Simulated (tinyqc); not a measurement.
LCCD on RHF in the sto-3g basis, frozen core, for HF, spin multiplicity 1, step by step. One step of it, computed by the program tinyqc.

Problem. LCCD: starting amplitudes. t_ij^ab = <ij||ab> / (e_i + e_j - e_a - e_b), whose energy is MP2.

orbital energies (hartree): MO1 -25.913093, MO2 -1.436373, MO3 -0.540814, MO4 -0.462000, MO5 -0.462000, MO6 0.492817

Two-electron integrals over orbitals (pq|rs), unique and non-zero (hartree); the lowest 1 orbital is frozen and left out:
```
(22|22) 0.861369    (32|22) -0.035391   (32|32) 0.149842    (33|22) 0.729538
(33|32) -0.031777   (33|33) 0.724524    (42|42) 0.184945    (43|42) -0.036628
(43|43) 0.041882    (44|22) 0.885728    (44|32) -0.075014   (44|33) 0.721080
(44|44) 0.997514    (52|52) 0.184945    (53|52) -0.036628   (53|53) 0.041882
(54|54) 0.053770    (55|22) 0.885728    (55|32) -0.075014   (55|33) 0.721080
(55|44) 0.889973    (55|55) 0.997514    (62|22) -0.111266   (62|32) -0.060605
(62|33) -0.028976   (62|44) -0.109150   (62|55) -0.109150   (62|62) 0.093657
(63|22) -0.197571   (63|32) 0.091645    (63|33) -0.110033   (63|44) -0.218397
(63|55) -0.218397   (63|62) 0.048883    (63|63) 0.201229    (64|42) -0.036522
(64|43) -0.018400   (64|64) 0.030436    (65|52) -0.036522   (65|53) -0.018400
(65|65) 0.030436    (66|22) 0.663360    (66|32) 0.060167    (66|33) 0.664006
(66|44) 0.640816    (66|55) 0.640816    (66|62) -0.062019   (66|63) -0.019437
(66|66) 0.699814
```

Give: Starting amplitudes; correlation energy.

Solution.

Starting amplitudes (spin orbitals 1a, 1b, ...; amplitudes related by a flip of all spins are not repeated):
```
from      to        t
3a 3b  6a 6b  -0.0973
2a 2b  6a 6b  -0.0243
2a 3b  6a 6b  -0.0165
4a 4b  6a 6b  -0.0159
5a 5b  6a 6b  -0.0159
```

correlation energy = -0.024444 hartree
